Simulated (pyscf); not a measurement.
9 silicon, germanium or tin steps of one kind (four-centre exchange, closed-shell): barrier in eV, from the separated reactants or the lowest minimum found. Optimised with ωB97X-D3(BJ)/def2-SVP in PySCF. Functionals in def2-TZVP; the last column is ωB97M-D3(BJ)/def2-TZVP. Rows were drawn at random from the steps of this kind and element class whose saddle was verified and whose references are stable.

```tsv
step	PBE	r²SCAN	PBE0-D3(BJ)	ωB97M-D3(BJ)
`[SnH3][SnH3]` + `[SH2]` → `[SH][SnH2][SnH3]` + `[H][H]`	1.41	1.52	1.56	1.87
`[Cl][GeH2][Cl]` + `[OH2]` → `[OH][GeH]([Cl])[Cl]` + `[H][H]`	1.55	1.59	1.66	1.78
`[SiH3][GeH3]` + `[ClH]` -> `[SiH4]` + `[Cl][GeH3]`	1.61	1.67	1.70	1.88
`[CH3][SiH3]` + `[H][H]` → `[CH4]` + `[SiH4]`	2.82	2.95	2.93	3.12
`[OH][GeH2][GeH3]` + `[H][H]` -> `[GeH3][GeH3]` + `[OH2]`	1.66	1.82	1.78	1.92
`[OH][PH][OH]` + `[SiH4]` → `[OH][SiH3]` + `[OH][PH2]`	1.29	1.32	1.31	1.44
`[OH][SiH3]` + `[OH2]` → `[OH][SiH2][OH]` + `[H][H]`	1.12	1.19	1.24	1.32
`[O]=[As][SiH3]` + `[H][H]` -> `[O]=[AsH]` + `[SiH4]`	0.73	0.75	0.78	1.05
`[Cl][SiH2][Cl]` + `[NH3]` → `[NH2][SiH]([Cl])[Cl]` + `[H][H]`	1.36	1.40	1.39	1.54
```

Differences from the last column (eV): PBE: mean -0.26, median -0.25, mean size 0.26, lower in 9 of 9; r²SCAN: mean -0.19, median -0.17, mean size 0.19, lower in 9 of 9; PBE0-D3(BJ): mean -0.18, median -0.15, mean size 0.18, lower in 9 of 9. PBE is closest for row 6 (0.16 eV apart) and farthest for row 1 (0.45 eV). PBE, r²SCAN and M06-2X carry no added dispersion term. The last column is a level with limits of its own. Each barrier is that of the saddle found. Elements up to Kr have no core potential and no relativistic terms here. Elements past Kr carry the def2 core potentials, without spin-orbit coupling.
